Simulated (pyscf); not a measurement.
**B–F (SMILES [B]F), singlet**

Gas-phase minimum from PySCF at ωB97X-D3(BJ)/def2-SVP, one conformer. 

SMILES: [B]F
```xyz
2

B      1.3580    -2.0447    -0.5571
F      0.6373    -1.2984    -1.2863
```

Bonds (Å): B1–F2 1.268.

Properties at ωB97X-D3(BJ)/def2-SVP:

```
Quantity                                                                                                                        Result
---------------------------------------------------------------------------------------------------------------------  ---------------
Harmonic wavenumbers, unscaled                                                                                               1430 cm⁻¹
Zero-point energy                                                                                                         2.0 kcal/mol
Rotational symmetry number                                                                                                           1
Entropy of this conformer at 298 K and 1 atm, rigid rotor and harmonic oscillator, modes under 100 cm⁻¹ raised to 100  200.3 J/(mol K)
Dipole moment                                                                                                                   1.21 D
```

Single-point totals, which compare only within one level (frozen core for MP2 and CC):

```json
[
 {"level": "ωB97X-D3(BJ)/def2-TZVP", "total energy (hartree)": "-124.73636"},
 {"level": "PBE/def2-TZVP", "total energy (hartree)": "-124.57684"},
 {"level": "r²SCAN/def2-TZVP", "total energy (hartree)": "-124.65220"},
 {"level": "B3LYP-D3(BJ)/def2-TZVP", "total energy (hartree)": "-124.72147"},
 {"level": "PBE0-D3(BJ)/def2-TZVP", "total energy (hartree)": "-124.58050"},
 {"level": "M06-2X/def2-TZVP", "total energy (hartree)": "-124.67625"},
 {"level": "ωB97M-D3(BJ)/def2-TZVP", "total energy (hartree)": "-124.74928"},
 {"level": "HF/def2-TZVPP", "total energy (hartree)": "-124.16205"},
 {"level": "MP2/def2-TZVPP", "total energy (hartree)": "-124.48199"},
 {"level": "CCSD/def2-TZVPP", "total energy (hartree)": "-124.49498"},
 {"level": "CCSD(T)/def2-TZVPP", "total energy (hartree)": "-124.50566"}
]
```

The CCSD(T) − MP2 part came from Ansatz, without density fitting, on the same reference.
